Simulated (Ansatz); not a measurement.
`C#COCC` + `C[SiH3]` → `CCC[SiH3]` + `C#CO` at 298.15 K and 1 bar (formal exchange of groups at a C–O bond).

Program: Ansatz. Geometries: PBE0-D4/def2-TZVP. ΔE: electronic, gas phase. CCSD(T)/CBS adds triple-zeta CCSD(T) − MP2 to the extrapolated MP2 energy (def2 sets, frozen cores). This one scheme is used for every species. One conformer a species, not always the lowest.

```
    species  CCSD(T)/CBS energy (Eh)  H − E (kJ/mol)  S (J/(mol·K))
   `C#COCC`               -230.89551           252.8          318.1
  `C[SiH3]`               -330.73916           173.3          255.5
`CCC[SiH3]`               -409.25722           330.8          329.8
     `C#CO`               -152.38380            96.3          247.0
```

H − E and S are ideal-gas, rigid-rotor, harmonic terms from PBE0-D4/def2-TZVP, for one conformer and one mirror image of each species. 1 Eh = 2625.50 kJ/mol, R = 8.31446 J/(mol·K).

Task: By hand: ΔE, ΔH, ΔS and ΔG.

Result: ΔE = (-409.25722) + (-152.38380) − (-230.89551) − (-330.73916) = -0.00635 Eh = -16.7 kJ/mol. Δ(H − E) = 330.8 + 96.3 − 252.8 − 173.3 = 1.0, so ΔH = -15.7 kJ/mol. ΔS = 329.8 + 247.0 − 318.1 − 255.5 = 3.2 J/(mol·K). ΔG = -15.7 − 298.15 × (3.2)/1000 = -16.7 kJ/mol.

Task: By hand: the equilibrium constant, and the temperature at which ΔG would vanish if ΔH and ΔS stayed fixed.

Result: log₁₀ K = −ΔG/(RT ln 10) = 2.9. ΔH and −TΔS have one sign here, so there is no such temperature. One of them is within its doubt of zero, so this could turn.

The number of gas molecules stays the same, so ΔS is small and ΔH decides. A doubt of 5 kJ/mol in ΔE shifts log₁₀ K by 0.9 here. Other conformers and mirror images would add mixing entropy, several J/(mol·K) or more a flexible species. These are equilibria of isolated gas molecules and say nothing of rates. Largest T1 diagnostic: 0.013 (customary marks: 0.02 for closed shells, 0.045 for open ones).
